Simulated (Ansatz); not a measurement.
`C=C(O)Cl` + H–F → `C=C(O)F` + HCl at 298.15 K and 1 bar (substitution at a C–Cl bond).

Isolated molecules relaxed with PBE0-D4/def2-TZVP in Ansatz; ΔE leaves out vibrations. CCSD(T)/CBS is the MP2 limit (def2-TZVPP, def2-QZVPP) plus CCSD(T) − MP2 in def2-TZVPP, frozen cores. This one scheme is used for every species. One conformer a species, not always the lowest.

```tsv
species	CCSD(T)/CBS energy (Eh)	H − E (kJ/mol)	S (J/(mol·K))
`C=C(O)Cl`	-612.82898	138.8	286.5
H–F	-100.39570	33.5	173.6
`C=C(O)F`	-252.84296	141.8	284.3
HCl	-460.38127	26.6	186.8
```

H − E and S are ideal-gas, rigid-rotor, harmonic terms from PBE0-D4/def2-TZVP, for one conformer and one mirror image of each species. 1 Eh = 2625.50 kJ/mol, R = 8.31446 J/(mol·K).

Task: By hand: ΔE, ΔH, ΔS and ΔG.

Result: ΔE = (-252.84296) + (-460.38127) − (-612.82898) − (-100.39570) = 0.00045 Eh = 1.2 kJ/mol. Δ(H − E) = 141.8 + 26.6 − 138.8 − 33.5 = -3.9, so ΔH = -2.7 kJ/mol. ΔS = 284.3 + 186.8 − 286.5 − 173.6 = 11.0 J/(mol·K). ΔG = -2.7 − 298.15 × (11.0)/1000 = -6.0 kJ/mol.

Task: By hand: the equilibrium constant, and the temperature at which ΔG would vanish if ΔH and ΔS stayed fixed.

Result: log₁₀ K = −ΔG/(RT ln 10) = 1.1. ΔH and −TΔS have one sign here, so there is no such temperature.

TΔS isn't small against ΔH here. A doubt of 5 kJ/mol in ΔE shifts log₁₀ K by 0.9 here. Other conformers and mirror images would add mixing entropy, several J/(mol·K) or more a flexible species. These are equilibria of isolated gas molecules and say nothing of rates. Largest T1 diagnostic: 0.012 (customary marks: 0.02 for closed shells, 0.045 for open ones).

ΔS is within the doubt of such terms, so its sign, and with it that verdict, could turn.
